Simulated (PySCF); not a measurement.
**Functional benchmark on one molecule**

Molecule: HC≡CCH2F (SMILES C#CCF).

Structure with atom numbers: `[CH:1]#[C:2][CH2:3][F:4]` (H(Xn): hydrogen on atom n).

Geometry PBE0-D3(BJ)/def2-SVP throughout; GIAO in PySCF, gas phase, one conformer, non-relativistic; equivalent atoms averaged; basis pcSseg-2.

Reference values (measured; G. Saielli, R. Bini, A. Bagno, Computational 19F NMR. 2. Organic compounds, RSC Adv. 2014, ESI (exp. from Berger-Braun-Kalinowski 1994 and Everett 1995)): δ(F4) = -217.5 ppm vs CFCl3. Computed shifts are taken against CFCl3, calculated as an isolated molecule at each level.

Q: How do the functionals HF, LDA, PBE, BLYP, BP86, OPBE, KT2, KT3, B97-D, B3LYP, PBE0, mPW1PW91, WP04, B97-2, BHandHLYP, CAM-B3LYP, wB97X-D, LC-wPBE perform against the reference? Times are CPU seconds on shared hosts with different chips, so compare them loosely; the GGAs took longer than the global hybrids here, which isn't the general rule, and the cause wasn't traced.

A: 
```
functional                    kind      F4  abs. error F  core-s
        HF            Hartree–Fock  -195.8          21.7     6.1
       LDA                     LDA  -280.5          63.0      11
       PBE                     GGA  -265.8          48.3      16
      BLYP                     GGA  -261.3          43.8      14
      BP86                     GGA  -265.9          48.4      15
      OPBE                     GGA  -254.4          36.9      12
       KT2                     GGA  -266.6          49.1      21
       KT3                     GGA  -253.2          35.7      14
     B97-D                     GGA  -254.2          36.7      14
     B3LYP           global hybrid  -244.9          27.4     9.2
      PBE0           global hybrid  -244.3          26.8      11
  mPW1PW91           global hybrid  -242.7          25.2     9.8
      WP04           global hybrid  -229.6          12.1     9.6
     B97-2           global hybrid  -240.2          22.7     9.6
 BHandHLYP           global hybrid  -224.1           6.6     8.9
 CAM-B3LYP  range-separated hybrid  -236.5          19.0      12
   wB97X-D  range-separated hybrid  -236.2          18.7      12
   LC-wPBE  range-separated hybrid  -228.0          10.5      15
```

For ¹⁹F the closest is BHandHLYP (6.6 ppm) and the furthest LDA (63.0 ppm). One molecule is a small sample, and vibrational and solvent effects are absent from the calculation.
